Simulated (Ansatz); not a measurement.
# LiC+ (triplet): PBE, r2SCAN over a scan of the distance C1–Li2, aug-cc-pVTZ

How well do these functionals follow the top wave-function level for LiC+ (triplet) over a scan of the distance C1–Li2?

Program: Ansatz 0.2.0, Gaussian basis. Level of theory: aug-cc-pVTZ, all electrons in the functionals. These are calculated values, not measurements.

To be run: PBE, r2SCAN, at 1.819 Å; 2.095 Å; 2.280 Å; 2.488 Å; 2.784 Å; 3.154 Å; 3.668 Å; 4.306 Å; 5.101 Å; 6.100 Å; 7.876 Å.

39 further runs of the same task are left out: 19 for a known fault of the program, 15 that didn't finish, 5 set aside as unsound or not needed.

## Step 1: The geometry

The geometry derives from a PBE0/def2-TZVP stationary point (not a proven minimum). One bond is set to the value named and the two fragments are kept rigid.

2 atoms, charge 1, spin multiplicity 3.

Atoms are counted from 1 here; the program's logs count them from 0.

Bond lengths: C1–Li2 2.280 Å.

No dispersion term is added.

The geometry shown and the zero of energy belong to the point 2.280 Å. The yardstick, FCI, and other wave-function levels (R restricted, U unrestricted, valence and pair active spaces) come from earlier runs.

## Step 2: PBE, 1.819 Å

Input file in.yaml:

```yaml
crystal:
  periodic: [false, false, false]
  atoms:
    - {symbol: C, position_ang: [0.000000, 0.000000, 0.000000]}
    - {symbol: Li, position_ang: [0.000000, 0.000000, 1.819000]}
basis:
  gaussian: {orbitals: aug-cc-pVTZ}
total_charge: 1
magnetization: {spin_polarized: true, initial_magnetization: 2}
hamiltonian: {xc: {name: PBE}}
output: {orbitals: {seedname: orbitals}}
```

Launch:

```sh
ansatz run in.yaml --threads 1 --pin off --events-out ev --progress --plain --max-ram 2393MiB
```

After this run come: PBE, 2.095 Å; PBE, 2.280 Å; PBE, 2.488 Å; PBE, 2.784 Å; PBE, 3.154 Å; PBE, 3.668 Å; PBE, 4.306 Å; PBE, 5.101 Å; PBE, 6.100 Å; PBE, 7.876 Å; r2SCAN, 1.819 Å; r2SCAN, 2.095 Å; r2SCAN, 2.280 Å; r2SCAN, 2.488 Å; r2SCAN, 2.784 Å; r2SCAN, 3.154 Å; r2SCAN, 3.668 Å; r2SCAN, 4.306 Å; r2SCAN, 5.101 Å; r2SCAN, 6.100 Å; r2SCAN, 7.876 Å.

**Question.** What will the summary of the whole plan be? Wanted: span of the FCI curve; largest miss, PBE; largest miss, r2SCAN; largest miss, RCCSD(T); largest miss, UCCSD(T).

As calculated:

| quantity | value |
| --- | --- |
| span of the FCI curve | 10.8 kcal/mol |
| largest miss, PBE | +1.6 kcal/mol (7.876 Å) |
| largest miss, r2SCAN | +0.4 kcal/mol (7.876 Å) |
| largest miss, RCCSD(T) | 0.0 kcal/mol (1.819 Å) |
| largest miss, UCCSD(T) | 0.0 kcal/mol (1.819 Å) |

Of the functionals, r2SCAN keep the smallest largest miss at the points compared (at most 0.4 kcal/mol) and PBE strays most (1.6 kcal/mol, at 7.876 Å). Functionals and the yardstick converge differently with the basis, so part of each miss in aug-cc-pVTZ is the basis.
